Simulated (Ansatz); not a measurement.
hcp Sc was calculated with PBEsol (PAW; Ansatz, a first-principles code).

Run with plane-wave cutoff 520 eV, 18×18×10 k mesh (along the axes of the cell as run), Fermi–Dirac smearing 0.05 eV, scalar-relativistic PAW data made under PBE.

A third-order Birch–Murnaghan fit to the energies gives V0 = 23.649 Å³/atom, B0 = 57.2 GPa, B′ = 3.3.

| V (Å³/atom) | P (GPa) |
|---|---|
| 22.703 | 2.499 |
| 23.176 | (withheld) |
| 23.649 | -0.001 |
| 24.122 | (withheld) |
| 24.595 | (withheld) |

Question: Estimate the withheld pressures from this fit; the answers are the runs' own values.

Answer: 
- 23.176, P (GPa): 1.195
- 24.122, P (GPa): -1.097
- 24.595, P (GPa): -2.103

The formula P = (3/2) B0 (x^(7/3) − x^(5/3)) [1 + (3/4)(B′ − 4)(x^(2/3) − 1)] with x = V0/V meets the computed pressures within 0.01 GPa when these rounded values are put in.

Shape and atoms are relaxed at each volume.

Measured, for comparison: bulk modulus 55.6 GPa (zero-point energy and finite temperature contributions removed, our sources range from 44.5 to 55.6; as tabulated in doi:10.1021/acs.jctc.3c00612). Computed (rounded) less measured: bulk modulus not scored (sources differ).

Note: the bulk modulus comes from volumes at which shape and atoms were relaxed.

Static lattice: no zero-point or thermal effects.

Cost on a shared machine: roughly 2.5 core-minutes.
